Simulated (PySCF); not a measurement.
Compound: C5H7 (doublet state).
Structure used (GFN2-xTB), in Å, numbered top down from 1:
```
atom  x, y, z in Å
C1     1.4773   -0.9085    1.4921
C2     0.6852   -0.3097    0.6718
C3    -0.1556    0.3045   -0.1861
C4    -0.1372    1.6679   -0.3871
C5    -1.1363   -0.5510   -0.9535
H6     1.2264   -1.0671    2.5342
H7     2.4474   -1.2876    1.1939
H8     0.5560    2.2987    0.1377
H9    -0.8190    2.1307   -1.0761
H10   -1.1354   -1.5725   -0.5817
H11   -0.8675   -0.5647   -2.0089
H12   -2.1401   -0.1413   -0.8624
```

The hyperfine couplings belong to this conformer and change with its torsions.

As a line formula: `C=[C]C(=C)C` [radical].

Computed, not measured: PySCF, UKS B3LYP, pcH-1 on C H, non-relativistic, mean-field spin-orbit, GIAO. Isolated species at its GFN2-xTB geometry, gas phase. The geometry wasn't refined by DFT: couplings that depend on bond lengths, twists or pyramidal angles can differ widely from those at the functional's own minimum. No stability test was run, so a lower SCF solution isn't excluded. ⟨S²⟩ is 0.776 where a pure state has 0.75.

Task: Match the computed a_iso(13C) values +60.7, +50.4, -50.2, -39.5, +7.2 MHz with the sites C1; C2; C3; C4; C5.

Result: 
```
site  a_iso (MHz)  ρ(0) (bohr⁻³)                 position  distance from C4 (Å)  spin population  largest |T| (MHz)
  C1        -39.5        -0.0351           1 bond from C2                  3.57            -0.11                9.4
  C2        +50.4        +0.0448         a main spin site                  2.39            +0.59               91.9
  C3        -50.2        -0.0447           1 bond from C2                  1.38            -0.25               27.5
  C4        +60.7        +0.0540  largest spin population                  0.00            +0.73              109.0
  C5         +7.2        +0.0064          2 bonds from C2                  2.50            +0.01                1.3
```

ρ(0) is the spin density at the nucleus and T the dipolar tensor; entries for several nuclei are means. Largest spin populations (Mulliken): C4 (+0.73), C2 (+0.59), C3 (-0.25) and C1 (-0.11). The angles at C4 add up to 360.0°, so it is planar; its axial dipolar tensor and the negative couplings of its protons fit spin in a p orbital normal to that plane. Main spin sites, with 60 % or more of the largest population: C2, C4; positions count bonds from the nearest.

Class means assume fast exchange of nuclei equivalent by connectivity; if that motion is slow, each nucleus keeps its own coupling. H6 and H7 aren't averaged: C1 is flat or nearly so (angle sum 360°), and its turn about the short C1–C2 bond (1.29 Å) is taken as slow. The three 1H nuclei of mean -10.4 MHz run from -17.0 to -2.4 MHz in the frozen geometry.

The SMILES `C=[C]C(=C)C` draws the unpaired electron on C2, whose computed spin population is only +0.59.
